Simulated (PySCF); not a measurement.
Two structures of SiPH7, singlet, reached by relaxing down either side of one saddle point (PBE0-D4/def2-TZVP). Energies are electronic, without zero-point energy. Program: PySCF 2.14 with density fitting (its default auxiliary sets; JK sets also for MP2 and CCSD(T)). Basis: def2-TZVPP and def2-QZVPP. Cores are frozen in the correlated methods. Extrapolation: Hartree–Fock as exp(−7.88 √X), correlation as X^−2.97. First:

```xyz
9
angstrom
Si -1.3573 0.7686 -1.0029
H -0.5976 -0.4517 -1.3798
H -2.3529 1.0600 -2.0682
H -2.0653 0.5402 0.2805
H -0.4268 1.9168 -0.8746
H 0.9305 -1.8887 1.2391
P 1.3212 -0.5245 1.2447
H 2.2397 -0.7031 2.3129
H 2.3117 -0.7183 0.2471
```

Second:

Si1  (-0.504, 1.051, 0.192)
H2  (-1.083, -2.573, -1.493)
H3  (-1.200, 0.534, -1.014)
H4  (-1.464, 1.090, 1.326)
H5  (-0.025, 2.432, -0.080)
H6  (-0.598, -2.653, -0.931)
P7  (1.147, -0.390, 0.725)
H8  (1.760, 0.508, 1.639)
H9  (1.973, 0.013, -0.359)
(Å)

Which bonds change from the first to the second?

SiH₄ + PH₃ → SiPH₅ ([SiH3][PH2]) + H₂; bonds formed: Si1–P7, H2–H6; bonds broken: Si1–H2, H6–P7.

Give the saddle point's structure and its height above each. (To be estimated.)

The calculation gives: 262.4 kJ/mol above the first and 260.1 kJ/mol above the second (CCSD(T) at an estimated basis limit (MP2 extrapolated from triple and quadruple zeta, plus CCSD(T) − MP2 in triple zeta)).
```xyz
9
angstrom
Si -0.8678 0.6142 -0.3095
H -0.5424 -1.1556 -0.5226
H -1.2850 0.6742 -1.7434
H -1.9873 0.3152 0.6194
H -0.4683 2.0382 -0.0553
H 0.1884 -1.6146 0.3112
P 1.0326 -0.3830 0.7182
H 2.2001 0.0337 1.4824
H 1.7298 -0.5224 -0.5003
```

No T1 diagnostic of these runs exceeds 0.015. The end structure is not quite a true minimum (one mode of 28i cm⁻¹).

Labels in which every atom is bracketed show which atoms are joined, not bond orders.

For scale, one of the runs: CCSD(T)/def2-TZVPP, 182 basis functions, launched by `OMP_NUM_THREADS=4 python run.py`. The run took 100 s on 4 CPU threads of a Oxide Virtual Turin-like (shared host), with 1.4 GiB of host memory at its peak.
